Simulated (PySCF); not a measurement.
**Ionisation energy of Li by level of theory**

Li [He] 2s1 [2s1/2^1, M_J = 1/2] → Li⁺ 1s2, as a difference of total energies. All numbers are calculated (PySCF 2.14, the two-component X2C-1e Hamiltonian, in an uncontracted even-tempered set (19 s from 0.019 bohr⁻², ratio 2.4; 11 p from 0.025 bohr⁻², ratio 2.4; 6 d from 0.076 bohr⁻², ratio 2.6; 6 f from 0.11 bohr⁻², ratio 2.6)). Correlated levels: nothing frozen; the 30 highest virtual spinors dropped. "Screened" scales the spin-orbit matrix elements by Boettger's factors to mimic the two-electron term; Breit and QED terms are absent.

```csv
method,ionisation energy (eV),error (eV)
GHF (screened spin-orbit),5.343,-0.049
GMP2 (screened spin-orbit),5.384,-0.008
```

Reference: 5.392 eV (measured; NIST Atomic Spectra Database, ionization energies).
